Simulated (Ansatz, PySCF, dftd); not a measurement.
Species: HOCl, charge 0, singlet. HOCl (SMILES OCl).
B3LYP-D3(BJ)/def2-TZVP minimum from Ansatz (a program for electronic structure):
```xyz
3

O      0.0220     1.1044    -0.0012
H     -0.9233     1.3146     0.0160
Cl     0.0439    -0.5970    -0.0004
```
Charge 0, spin multiplicity 1.

Wanted: enthalpy of formation at 298 K (by atomisation, with ideal-gas terms from PySCF's Hessian at B3LYP-D3(BJ)/def2-TZVP and the atoms' measured values of the G2/97 table; no spin-orbit terms), in kcal/mol. Open shells are spin-unrestricted; no spin-orbit coupling. Correlated methods leave the cores frozen. Rows without X2C or -DK are non-relativistic. CBS(X,Y): correlation extrapolated as X^-3, Hartree-Fock from the larger set (Q,5: extrapolated as (X+1)exp(-9√X)). A bracket is a step between two methods taken in the basis named. The functionals are non-relativistic, so their misses hold any scalar relativity. 'core' is core correlation in cc-pwCVTZ (1s frozen past Ne), 'X2C' scalar relativity in cc-pVTZ-DK, both at CCSD(T). Where a partner has so few electrons that a lower coupled-cluster level is exact, that level stands in.

Compared with CCSD(T)/CBS(cc-pV(Q+d)Z,cc-pV(5+d)Z) + [CCSDT(Q) - CCSD(T)]/cc-pV(T+d)Z + [CCSDTQ - CCSDT(Q)]/cc-pV(D+d)Z + core + X2C (Ansatz): -19.6 kcal/mol.

Costs are rough ratios of core time, to one figure, on one kind of shared machine, summed over the single points of the molecules; atoms, geometries and frequencies are left out. The first row took roughly 2 core seconds; short runs hold start-up time.

```csv
level,program,cost relative to the first row,difference (kcal/mol)
B3LYP-D3(BJ)/def2-TZVPD,Ansatz + dftd3,1,3.3
r2SCAN-D4/def2-TZVPD,Ansatz + dftd4,1,1.8
wB97X-V/def2-TZVPD,Ansatz,2,2.4
CCSD(T)/cc-pV(T+d)Z,Ansatz,2,9.2
"CCSD(T)/CBS(cc-pV(T+d)Z,cc-pV(Q+d)Z)",Ansatz,10,0.8
CCSDT(Q)/cc-pV(T+d)Z,Ansatz,100,9.0
CCSDTQ/cc-pV(D+d)Z,Ansatz,400,25.9
```

The dearest row costs roughly 400 times the first. Costs within a factor of two don't rank. The table holds for this case alone.
